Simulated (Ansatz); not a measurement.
**SiHF (SMILES F[SiH]) at 6 levels**

We compute a comparison of 6 runs (SVWN5/STO-3G, r2SCAN0/STO-3G, RPA@PBE/STO-3G, UMP2/STO-3G, BCCD(T)/STO-3G, CCSDT(Q)/STO-3G) of SiHF. 

The calculation is run with Ansatz 0.2.0.

61 further runs of the same task are left out: 7 that didn't finish, 54 set aside as unsound or not needed.

## Step 1: The molecule

SiHF: 3 atoms, total charge 0, spin state singlet. SMILES: `F[SiH]`. The Si2–F1 distance was set to 2.418 Å, away from the relaxed value. At this shape a bond of the SMILES string is far longer than usual.

Bond lengths: Si2–H3 1.541 Å. A long bond or contact: F1–Si2 2.418 Å.

## Step 2: A single-point energy at SVWN5/STO-3G (run 1)

Input file run.yaml:

```yaml
crystal:
  periodic: [false, false, false]
  atoms:
    - {symbol: F, position_ang: [-1.728738, -0.278118, -0.990373]}
    - {symbol: Si, position_ang: [0.186800, 0.629400, 0.173800]}
    - {symbol: H, position_ang: [0.892400, -0.718600, 0.415300]}
basis:
  gaussian: {orbitals: STO-3G}
hamiltonian: {xc: {name: SVWN5}}
accuracy: high
```

On the command line:

```
$ ansatz run run.yaml --threads 1 --pin off --max-ram 2610MiB --events-out events.jsonl --progress --plain --runs-dir runs
```

Standard output:

```text
Warning: RAYON_NUM_THREADS=1 ignored (pool sized by the plan → 1); use --threads N
Functional definition: SVWN5
  name "SVWN5"
  exchange = slater_x
  correlation = vwn5_c
236 factors; integrals over basis functions are off by at most 3.3e-8 eV
mean field evaluation 1: about -10418.3106 eV, gradient 2.7e1 eV
mean field evaluation 2: about -10096.0953 eV, gradient 9.6e1 eV
mean field evaluation 4: about -10417.8126 eV, gradient 2.3e1 eV
mean field evaluation 8: about -10424.0715 eV, gradient 9.8e-2 eV
mean field evaluation 16: about -10384.3525 eV, gradient 7.3e1 eV
mean field evaluation 32: about -10423.1940 eV, gradient 2.0e0 eV
mean field -10424.03864793 eV, -383.0763546444 hartree, gradient 1.6e-8 eV, S^2 0.000000; 4 other end points of the search recorded, 0 dependent functions left out
reference -10424.03864925 eV, -383.0763546928 hartree; 12, 12 occupied and 3, 3 virtual orbitals, 236 factors
Total energy: -10424.03864925 eV, -383.0763546928 hartree
```

Wall time 0.44 s (1 thread of AMD EPYC 9R14 (Zen 4), shared host).

## Step 3: The energy at r2SCAN0/STO-3G (run 2)

Input file job.yaml:

```yaml
crystal:
  periodic: [false, false, false]
  atoms:
    - symbol: F
      position_ang: [-1.728738, -0.278118, -0.990373]
    - symbol: Si
      position_ang: [0.186800, 0.629400, 0.173800]
    - symbol: H
      position_ang: [0.892400, -0.718600, 0.415300]
basis:
  gaussian:
    orbitals: STO-3G
total_charge: 0
hamiltonian:
  xc: {name: r2SCAN0}
accuracy: high
```

On the command line:

```
$ ansatz run job.yaml --threads 1 --pin off --max-ram 2610MiB --events-out events.jsonl --progress --plain --runs-dir runs
```

Standard output:

```text
Warning: RAYON_NUM_THREADS=1 ignored (pool sized by the plan → 1); use --threads N
Functional definition: r2SCAN0
  name "r2SCAN0"
  parameter a = 0.25
  parameter k0 = 0.174
  parameter k1 = 0.065
  parameter a1 = 4.9479
  exchange = (1 - a)*r2scan_x(k0 = k0, k1 = k1, a1 = a1) + a*exact_x
  correlation = r2scan_c
236 factors; integrals over basis functions are off by at most 3.3e-8 eV
mean field evaluation 1: about -10466.5853 eV, gradient 2.3e1 eV
mean field evaluation 2: about -10168.9480 eV, gradient 1.6e2 eV
mean field evaluation 4: about -10408.2553 eV, gradient 1.2e2 eV
mean field evaluation 8: about -10472.5598 eV, gradient 1.4e-1 eV
mean field -10472.55996367 eV, -384.8594801088 hartree, gradient 2.1e-8 eV, S^2 0.000000; 0 other end points of the search recorded, 0 dependent functions left out
reference -10472.55996390 eV, -384.8594801171 hartree; 12, 12 occupied and 3, 3 virtual orbitals, 236 factors
Total energy: -10472.55996390 eV, -384.8594801171 hartree
```

It took 0.88 s on 1 thread of AMD EPYC 9R14 (Zen 4), shared host; peak memory 0.15 GiB.

Runs 3 to 5 aren't shown in full; the table further down has their settings and results.

## Step 4: A single-point energy at CCSDT(Q)/STO-3G (run 6)

Input file in.yaml:

```yaml
crystal:
  periodic: [false, false, false]
  atoms:
    - {symbol: F, position_ang: [-1.728738, -0.278118, -0.990373]}
    - {symbol: Si, position_ang: [0.186800, 0.629400, 0.173800]}
    - {symbol: H, position_ang: [0.892400, -0.718600, 0.415300]}
basis:
  gaussian: {orbitals: STO-3G}
total_charge: 0
correlation: {method: ccsdt_q, frozen_orbitals: {F: 1, H: 0, Si: 5}}
accuracy: high
scf: {omitted_lower_state_checks: [cluster_reference, increment]}
```

On the command line:

```
$ ansatz run in.yaml --threads 1 --pin off --max-ram 2610MiB --events-out events.jsonl --progress --plain --runs-dir runs
```

Standard output:

```text
Warning: RAYON_NUM_THREADS=1 ignored (pool sized by the plan → 1); use --threads N
[... 11 lines left out ...]
6 core orbitals not correlated: weight in the atoms' cores, before any rotation towards them, 1.000 or more for the frozen orbitals, at most 0.000 for the correlated occupied ones
[... 53 lines left out ...]
WARN: these amplitudes may be one of several solutions (largest doubles amplitude 0.41, level shift 4.51 eV)
Total energy: -10452.51492815 eV, -384.1228386403 hartree
Checks for a lower state left out: cluster_reference, increment
```

Wall time 0.32 s (1 thread of AMD EPYC 9R14 (Zen 4), shared host).

## Step 5: The series

```
run            level  frozen core orbitals  energy (Eh)  wall time
  1     SVWN5/STO-3G                     –  -383.076355     0.44 s
  2   r2SCAN0/STO-3G                     –  -384.859480     0.88 s
  3   RPA@PBE/STO-3G                     6  -384.170926     0.99 s
  4      UMP2/STO-3G                     6  -384.077714     0.32 s
  5   BCCD(T)/STO-3G                     6  -384.117250     0.16 s
  6  CCSDT(Q)/STO-3G                     6  -384.122839     0.32 s
```

## Step 6: Results

| quantity | value |
| --- | --- |
| run 6: total energy | -384.12284 Eh |
| run 6: correlation energy (6 core orbitals frozen) | -141.8 mEh |
| run 6: T1 diagnostic | 0.057 |

What this shows: Totals of different functionals can't be ranked against each other. In runs 3, 5, 6 the log says that unrestricted orbitals would lower the reference, so the values rest on an unstable closed-shell determinant (other closed-shell runs at this shape may share the fault). In runs 1, 2, 3, 4, 5, 6 the basis is minimal, so the values are rough. Spin contamination of the reference: run 4 ⟨S²⟩ = 0.84. Where it is this large, the reference is a mixture of spin states, and values that rest on it are in doubt. All runs together took 3.1 s, the longest 0.99 s.
